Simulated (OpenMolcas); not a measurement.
**CH4 (methane) at 6 levels**

We compute a comparison of 6 runs (B2PLYP/def2-TZVPP, B3LYP/def2-TZVPP, BLYP/def2-TZVPP, SVWN5/def2-TZVPP, TPSS/def2-TZVPP, revPBE/def2-TZVPP) of CH4 (methane). 

Program for the calculation: OpenMolcas 26.06.

1 further run of the same task is left out (set aside as unsound or not needed).

## (1) The structure to begin with

CH4 has 5 atoms, charge 0, and is taken as a singlet. As SMILES, `C`. The shape is that of a PBE0-D4/def2-TZVP optimisation.

Bond lengths: C1–H2 1.090 Å, C1–H3 1.090 Å, C1–H4 1.090 Å, C1–H5 1.090 Å. Angles: H2–C1–H3 109.5°, H2–C1–H4 109.5°, H2–C1–H5 109.5°, H3–C1–H4 109.5°, H3–C1–H5 109.5°, H4–C1–H5 109.5°.

## (2) The energy at B2PLYP/def2-TZVPP (run 1)

run.input

```
>>> EXPORT MOLCAS_PRINT=2
&GATEWAY
BASLIB = $CurrDir
COORD
5
angstrom
C        0.000000       0.000000       0.000000
H        0.159000      -0.243200       1.050200
H       -1.006700       0.395200      -0.132900
H        0.119700      -0.899500      -0.603300
H        0.728100       0.747400      -0.313900
BASIS = def2-TZVPP
GROUP = NoSym
&SEWARD
GRIDINPUT
Grid=UltraFine
End of Grid
&SCF
KSDFT = B2PLYP_SCF
THRESHOLDS = 1e-10 1e-07 1e-07 1e-05
PRORBITALS = 1 1
&MBPT2
FROZEN = 1
```

The basis set def2-TZVPP is read from a file made from the Basis Set Exchange's data (not shown).

On the command line:

```
$ export MOLCAS_MEM=1860
$ pymolcas run.input > run.log
```

Log:

```text
--- Start Module: gateway ---
[...]
--- Stop Module: gateway /rc=_RC_ALL_IS_WELL_ ---
[...]
      Basis functions           87
[...]
--- Start Module: scf ---
[...]
       Convergence after   9 Iterations
[...]
::    Total KS-DFT energy                             -40.4232241521
[...]
      Total spin, S                                     0.0000000000
[...]
      Total electronic charge=   10.000000
      Total            charge=   -0.000000
[...]
      Dipole Moment (debye):
      Origin of the operator (angstrom)=    0.0000   -0.0000    0.0000
                   X=  2.7608E-05               Y=  2.4469E-05               Z=  3.0151E-05           Total=  4.7645E-05
      Quadrupole Moment (debye*angstrom):
[...]
--- Stop Module: scf /rc=_RC_ALL_IS_WELL_ ---
[...]
--- Start Module: mbpt2 ---
[...]
 ###    WARNING: MP2 implementation intended for RHF references only         ###
 ###############################################################################
MBPT2 WARNING: Reference function according to RunFile:KS-DFT
I'll assume you know what you're doing and continue
WARNING!
Default frozen orbitals as non valence orbitals is overwritten by user input.
Default values:   1
[...]
       Reference weight ( Cref**2 )         =        0.91672
::    Total MBPT2 energy                              -40.6600151138
[...]
      Total MBPT2 calculations                           0.15      0.17
--- Stop Module: mbpt2 /rc=_RC_ALL_IS_WELL_ ---
[...]
```

Wall time 11 s (1 thread of Intel Xeon 6975P-C (Granite Rapids), shared host); peak memory 0.48 GiB.

## (3) Energy and gradient at B3LYP/def2-TZVPP (run 2)

calc.input

```
&gateway
baslib=$CurrDir
coord
5
angstrom
C        0.000000       0.000000       0.000000
H        0.159000      -0.243200       1.050200
H       -1.006700       0.395200      -0.132900
H        0.119700      -0.899500      -0.603300
H        0.728100       0.747400      -0.313900
basis=def2-TZVPP
group=NoSym
&seward
gridinput
Grid=UltraFine
End of Grid
&scf
ksdft=B3LYP
thresholds=1e-10 1e-07 1e-07 1e-05
prorbitals=0
&alaska
```

The basis set def2-TZVPP is read from a file made from the Basis Set Exchange's data (not shown).

On the command line:

```
$ export MOLCAS_MEM=1860
$ pymolcas calc.input > calc.log
```

Log:

```text
--- Start Module: gateway ---
[...]
--- Stop Module: gateway /rc=_RC_ALL_IS_WELL_ ---
[...]
      Basis functions           87
[...]
--- Start Module: scf ---
[...]
       Convergence after   9 Iterations
[...]
::    Total KS-DFT energy                             -40.5391153935
[...]
      Total spin, S                                     0.0000000000
[...]
      Total electronic charge=   10.000000
      Total            charge=   -0.000000
[...]
      Dipole Moment (debye):
      Origin of the operator (angstrom)=    0.0000   -0.0000    0.0000
                   X=  2.9322E-05               Y=  2.0531E-05               Z=  3.1628E-05           Total=  4.7766E-05
      Quadrupole Moment (debye*angstrom):
[...]
--- Stop Module: scf /rc=_RC_ALL_IS_WELL_ ---
[...]
--- Start Module: alaska ---
[...]
 *              Molecular gradients               *
 **************************************************
  Irreducible representation: a
 ------------------------------------------------------------------------------------------
                              X                       Y                       Z
 ------------------------------------------------------------------------------------------
  C1               -9.58522137630661E-06    3.55303343852339E-05   -9.19350081568315E-06
  H2                1.23290126937570E-04   -1.78394446728292E-04    7.95618128978770E-04
  H3               -7.52561640092964E-04    2.89825240648911E-04   -9.44831607274654E-05
  H4                9.41560468550873E-05   -6.93805513855894E-04   -4.66891012230075E-04
  H5                5.44700687676425E-04    5.46844385556300E-04   -2.25050455214926E-04
 ------------------------------------------------------------------------------------------
--- Stop Module: alaska /rc=_RC_ALL_IS_WELL_ ---
[...]
```

Wall time 14 s (1 thread of Intel Xeon 6975P-C (Granite Rapids), shared host); peak memory 0.48 GiB.

Run 3 isn't shown in full; the table further down has it.

## (4) Energy and gradient at SVWN5/def2-TZVPP (run 4)

test.inp

```
&GATEWAY
 BasLib = $CurrDir
 Coord
 5
 angstrom
 C        0.000000       0.000000       0.000000
 H        0.159000      -0.243200       1.050200
 H       -1.006700       0.395200      -0.132900
 H        0.119700      -0.899500      -0.603300
 H        0.728100       0.747400      -0.313900
 Basis = def2-TZVPP
 Group = NoSym

&SEWARD
 GridInput
 Grid=UltraFine
 End of Grid

&SCF
 KSDFT = SVWN5
 Thresholds = 1e-10 1e-07 1e-07 1e-05
 PrOrbitals = 1 2

&ALASKA
```

The basis set def2-TZVPP is read from a file made from the Basis Set Exchange's data (not shown).

On the command line:

```
$ export MOLCAS_MEM=1860
$ pymolcas test.inp > test.log
```

Log:

```text
--- Start Module: gateway ---
[...]
--- Stop Module: gateway /rc=_RC_ALL_IS_WELL_ ---
[...]
      Basis functions           87
[...]
--- Start Module: scf ---
[...]
       Convergence after   9 Iterations
[...]
::    Total KS-DFT energy                             -40.1177771907
[...]
      Total spin, S                                     0.0000000000
[...]
      Total electronic charge=   10.000000
      Total            charge=   -0.000000
[...]
      Dipole Moment (debye):
      Origin of the operator (angstrom)=    0.0000   -0.0000    0.0000
                   X=  3.9163E-05               Y=  3.7149E-06               Z=  4.1424E-05           Total=  5.7127E-05
      Quadrupole Moment (debye*angstrom):
[...]
--- Stop Module: scf /rc=_RC_ALL_IS_WELL_ ---
[...]
--- Start Module: alaska ---
[...]
 *              Molecular gradients               *
 **************************************************
  Irreducible representation: a
 ------------------------------------------------------------------------------------------
                              X                       Y                       Z
 ------------------------------------------------------------------------------------------
  C1               -8.34069298063587E-06    3.60075182184620E-05   -7.48993126602053E-06
  H2               -7.02930300783056E-04    1.08454681077652E-03   -4.66008503679749E-03
  H3                4.47789891041195E-03   -1.76303450981430E-03    5.95603986743631E-04
  H4               -5.27706776882853E-04    3.97852847001690E-03    2.66676689348966E-03
  H5               -3.23892113976831E-03   -3.33604828919376E-03    1.40520408783684E-03
 ------------------------------------------------------------------------------------------
--- Stop Module: alaska /rc=_RC_ALL_IS_WELL_ ---
[...]
```

Wall time 9.3 s (1 thread of Intel Xeon 6975P-C (Granite Rapids), shared host); peak memory 0.48 GiB.

Run 5 isn't shown in full; the table further down has it.

## (5) Energy and gradient at revPBE/def2-TZVPP (run 6)

run.inp

```
* CH4 Kohn-Sham DFT

&GATEWAY
 BasLib
 $CurrDir
 Coord
 5
 angstrom
 C        0.000000       0.000000       0.000000
 H        0.159000      -0.243200       1.050200
 H       -1.006700       0.395200      -0.132900
 H        0.119700      -0.899500      -0.603300
 H        0.728100       0.747400      -0.313900
 Basis
 def2-TZVPP
 Group
 NoSym

&SEWARD
 GridInput
 Grid=UltraFine
 End of Grid

&SCF
 KSDFT
 revPBE
 Thresholds
 1e-10 1e-07 1e-07 1e-05
 PrOrbitals
 1 1

&ALASKA
```

The basis set def2-TZVPP is read from a file made from the Basis Set Exchange's data (not shown).

On the command line:

```
$ export MOLCAS_MEM=1860
$ pymolcas run.inp > run.log
```

Log:

```text
--- Start Module: gateway ---
[...]
--- Stop Module: gateway /rc=_RC_ALL_IS_WELL_ ---
[...]
      Basis functions           87
[...]
--- Start Module: scf ---
[...]
       Convergence after   9 Iterations
[...]
::    Total KS-DFT energy                             -40.5189333524
[...]
      Total spin, S                                     0.0000000000
[...]
      Total electronic charge=   10.000000
      Total            charge=   -0.000000
[...]
      Dipole Moment (debye):
      Origin of the operator (angstrom)=    0.0000   -0.0000    0.0000
                   X=  3.0756E-05               Y=  1.9581E-05               Z=  3.2823E-05           Total=  4.9058E-05
      Quadrupole Moment (debye*angstrom):
[...]
--- Stop Module: scf /rc=_RC_ALL_IS_WELL_ ---
[...]
--- Start Module: alaska ---
[...]
 *              Molecular gradients               *
 **************************************************
  Irreducible representation: a
 ------------------------------------------------------------------------------------------
                              X                       Y                       Z
 ------------------------------------------------------------------------------------------
  C1               -8.24615462547437E-06    3.57846578499816E-05   -8.36751771476939E-06
  H2               -6.85047884275092E-04    1.05734490662801E-03   -4.54263049345105E-03
  H3                4.36483223191875E-03   -1.71899929036701E-03    5.80898823359433E-04
  H4               -5.14094583650926E-04    3.87800882767664E-03    2.59991320556274E-03
  H5               -3.15744360934045E-03   -3.25213910179145E-03    1.37018598222727E-03
 ------------------------------------------------------------------------------------------
--- Stop Module: alaska /rc=_RC_ALL_IS_WELL_ ---
[...]
```

Wall time 13 s (1 thread of Intel Xeon 6975P-C (Granite Rapids), shared host); peak memory 0.48 GiB.

## (6) All runs side by side

```
run              level      task  frozen core orbitals  energy (Eh)  dipole moment (D)  HOMO energy (eV)  LUMO energy (eV)  wall time
  1  B2PLYP/def2-TZVPP    energy                     1   -40.487158               0.00            -12.44              2.45       11 s
  2   B3LYP/def2-TZVPP  gradient                     –   -40.539115               0.00            -10.76              1.31       14 s
  3    BLYP/def2-TZVPP  gradient                     –   -40.501613               0.00             -9.37              0.83       14 s
  4   SVWN5/def2-TZVPP  gradient                     –   -40.117777               0.00             -9.46              0.90      9.3 s
  5    TPSS/def2-TZVPP  gradient                     –   -40.541431               0.00             -9.64              1.16       18 s
  6  revPBE/def2-TZVPP  gradient                     –   -40.518933               0.00             -9.42              0.94       13 s
```

## (7) Results

| quantity | value |
| --- | --- |
| run 6: total energy | -40.51893 Eh |
| run 6: dipole moment | 0.00 D |
| run 6: HOMO energy | -9.42 eV |
| run 6: LUMO energy | 0.94 eV |
| run 6: HOMO–LUMO gap | 10.35 eV |
| run 6: largest force on an atom | 0.243 eV/Å |

The HOMO–LUMO gap runs from 10.20 eV (BLYP/def2-TZVPP) to 14.89 eV (B2PLYP/def2-TZVPP). A double hybrid's value is that of its SCF part. For B2PLYP the log adds the whole second-order term; the table takes 0.27 of it, as the functional is defined. Totals of different functionals can't be ranked against each other. All runs together took 79 s, the longest 18 s.
